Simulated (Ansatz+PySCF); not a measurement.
Values are calculated unless marked as measured or tabulated.
## PySCF 2.14.0 run

```python
from pyscf import gto, scf

mol = gto.M(atom="""
Li 0.000000 0.000000 -0.367500
H 0.000000 0.000000 1.102510
""", basis='def2-svp', charge=0, spin=0)
mf = scf.RHF(mol)
mf.init_guess = '1e'
mf.kernel()
while True:  # follow internal instabilities
    mo, _, stable, _ = mf.stability(return_status=True)
    if stable: break
    mf.kernel(mf.make_rdm1(mo, mf.mo_occ))
print(mf.converged, mf.e_tot, mf.spin_square()[0])
```

The script is written out from the run's settings.

Results

```
Converged                       : yes
Total energy                    : -7.97593 hartree
Spin squared of the determinant : 0.000
```
